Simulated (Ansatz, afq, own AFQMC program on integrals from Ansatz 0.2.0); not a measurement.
# F, doublet → F, quartet

A free F atom.

E(quartet, charge +0) − E(doublet, charge +0) at this geometry, on UHF and UHF determinants.

Basis aug-cc-pVDZ. Only valence electrons are correlated. Integrals, coupled cluster, full CI and functionals: Ansatz 0.2.0; the random walks run on the same integrals in our own AFQMC program. The CISD trial takes its coefficients from CCSD amplitudes. Released means that phaseless walkers are propagated on without the constraint, phases kept. Free AFQMC starts from the CCSD state and is never constrained. Its projection time is finite, and what remains of the start isn't in its error. Error bars are statistical, one sigma. The errors of all members are added in quadrature.

Full CI on the same integrals is exact in this basis and with this determinant's frozen core.

Errors are counted within aug-cc-pVDZ, not against nature.

Cautions: F (quartet): another spin lies lower.

Reference (full CI): 13.837 eV.

| level | vertical spin gap (eV) | error against FCI (eV) |
| --- | --- | --- |
| HF | 12.815 | -1.021 |
| MP2 | 13.938 | 0.101 |
| CCSD | 13.818 | -0.019 |
| CCSD(T) | 13.835 | -0.002 |
| CCSDT | 13.835 | -0.002 |
| CCSDT(Q) | 13.837 | 0.000 |
| ph-AFQMC/HF | 13.824 ± 0.032 | -0.013 ± 0.032 |
| ph-AFQMC/CISD | 13.837 ± 0.004 | 0.000 ± 0.004 |
| released AFQMC | 13.836 ± 0.007 | 0.000 ± 0.007 |
| free AFQMC | 13.834 ± 0.009 | -0.003 ± 0.009 |

Correlation beyond CCSD(T) changes it by less than 2 meV. The perturbative (T) step is worth +0.017 eV.

CCSDT and higher add their correlation energy to the determinant of the CCSD(T) run, since their own runs factorise the integrals more tightly (a shift of under 2 meV). Free projections are given only where their last times agree within the noise and don't stop above the reference; a slow remainder of the start can still hide under it. A walk keeps the symmetry of its determinant, which the program's search chose and which needn't be the lowest solution, so a lower state of the same spin and another symmetry isn't excluded. Released energies are given only where the last usable release times agree within the noise; a slower fall can still hide under it.
